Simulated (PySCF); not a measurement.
Gas-phase reaction: 6 C3H8 + 2 CH ⇌ 5 C4H10 (isobutane)

Method: PySCF energies (xtb for GFN2) plus ideal-gas RRHO corrections (1 bar). The comparison is the NASA 1993 polynomial table, which mixes measured and estimated data. † marks an energy on the PBE0/def2-TZVP geometry and frequencies; other levels use their own. 6-31G* has spherical d functions here. Open shells (unrestricted): CH (multiplicity 2, electronic degeneracy 4); the rest are closed-shell singlets. GFN2 has no spin-polarisation term. Spin-orbit splitting is ignored; it lowers the true energy and changes the entropy of CH. B3LYP is the form with VWN-RPA correlation. The harmonic model lacks anharmonicity and excited electronic states, which grow with temperature; levels with a mode under 35 cm⁻¹ are left out. Internal rotation in C3H8, C4H10 (isobutane) is treated as a harmonic vibration of one conformer, which makes the entropy rough. The table's entry may be an old estimate for CH (not checked at source). Warning, spin contamination: CH (B3LYP/def2-TZVP†, BLYP/def2-TZVP†, M06-2X/def2-TZVP†, PBE/def2-SVP, r2SCAN/def2-TZVP†, ωB97M-V/def2-TZVP†).

| level | ΔH°(298 K), kJ | minus table | ΔG°(2500 K), kJ |
|---|---|---|---|
| table | -1241.5 | - | -13.5 |
| B3LYP/6-31G* | -1191.1 | 50.4 | 45.7 |
| B3LYP/def2-TZVP† | -1156.2 | 85.3 | 77.2 |
| BLYP/def2-TZVP† | -1127.9 | 113.6 | 105.4 |
| GFN2-xTB | -1451.1 | -209.6 | -232.2 |
| M06-2X/def2-TZVP† | -1238.8 | 2.7 | -5.4 |
| PBE/def2-SVP | -1295.0 | -53.5 | -62.7 |
| r2SCAN/def2-TZVP† | -1240.7 | 0.8 | -7.4 |
| ωB97M-V/def2-TZVP† | -1234.2 | 7.3 | -0.8 |
